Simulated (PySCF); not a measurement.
Input of a run (PBE0-D3(BJ)/def2-SVP geometry optimisation, gas phase (PySCF 2.14.0)), started from GFN2-xTB:
```
{"job": {"xc": "PBE0", "basis": "def2-SVP", "d3": "d3bj", "grid": 1, "shake": 0.01, "kind": "geom"}, "charge": 0, "multiplicity": 1}
F     -0.518390     1.079550    -0.149290
N     -0.004400    -0.002390     0.425450
F     -0.702660    -1.022760    -0.158600
F      1.263440    -0.079770    -0.150570
```

Output (energies in Eh, forces in Eh/bohr):
```
step   0  E = -353.46136419  max force = 0.023311
step   1  E = -353.46192802  max force = 0.019117
step   2  E = -353.46296176  max force = 0.006141
step   3  E = -353.46304673  max force = 0.002572
step   4  E = -353.46308499  max force = 0.001024
step   5  E = -353.46309368  max force = 0.000365
optimisation converged
```

Problem. Summarise the run.

Solution. The energy falls by 0.047 eV over 6 energy and gradient evaluations, the largest force component goes from 0.0233 to 3.6e-04 Eh/bohr, and the atoms move by 0.028 Å rms after alignment. The bond that changes most is N2–F4 (ends: nitrogen bonded to 3 F; fluorine bonded to N), which shortens by 0.043 Å. Bonds longer at the end by more than 0.005 Å: 1 of 3; shorter: 2. The energy never rose by more than 1e-6 Eh on the way. The first step brought 33 % of the lowering.

Problem. What are the final bond lengths?

Solution. F1–N2 1.352 Å, N2–F3 1.352 Å, N2–F4 1.352 Å. Numbering counts from 1 in the input's order; the species is `FN(F)F` (nitrogen trifluoride).

The run used 56 basis functions and 40 SCF cycles in all. Hardware: one thread, Arm Neoverse V2 (aarch64), shared host. Cost: 4.2 s of wall time, 0.27 GiB resident at most.

Not checked by PBE0-D3(BJ)/def2-SVP frequencies.
